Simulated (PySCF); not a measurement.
Nuclear quadrupole coupling in Si(NH2)H3

Species: Si(NH2)H3.
Geometry (PBE0-D3(BJ)/def2-SVP, Å), atoms numbered from 1 in this order:
```
atom  x, y, z in Å
Si1    0.0000    0.0068   -0.6587
N2     0.0890    0.1712    1.0642
H3     0.7131   -0.4403    1.5794
H4    -0.7682    0.3147    1.5874
H5     1.3966   -0.0020   -1.1885
H6    -0.7524    1.1783   -1.2006
H7    -0.6781   -1.2285   -1.1832
```

Field gradients from the PBE0/pcSseg-1 density (PySCF, non-relativistic), principal values in atomic units, ordered |Vxx| ≤ |Vyy| ≤ |Vzz|:

```csv
atom,Vxx,Vyy,Vzz
N2,0.3542,0.6230,-0.9772
```

**Question.** Find the asymmetry η = (Vxx − Vyy)/Vzz and the couplings χ = eQV/h (234.96 MHz × Q in barn × V in au), with Q(14N) = 0.02044 b.

**Answer.** 
```json
{"atom": "N2", "environment": "nitrogen bonded to Si and 2 H", "nucleus": "14N", "η": "0.28", "χzz (MHz)": "-4.693", "χxx (MHz)": "1.701", "χyy (MHz)": "2.992"}
```

**Question.** What is Vzz at N2 in SI units (1 au = 9.71736 × 10²¹ V/m²)?

**Answer.** -0.9772 au = -9.496 × 10²¹ V/m².

Were the hydrogens deuterons (Q(2H) = 0.00286 b), χzz would run from 89 kHz (H7) to 276 kHz (H3 and H4).

Isolated species at its PBE0-D3(BJ)/def2-SVP geometry, gas phase. These gradients aren't converged with respect to the basis.

These values come from a run that also computed NMR shieldings. The run took 2.7 s wall on an Arm Neoverse V1 with one thread, no GPU, shared host.
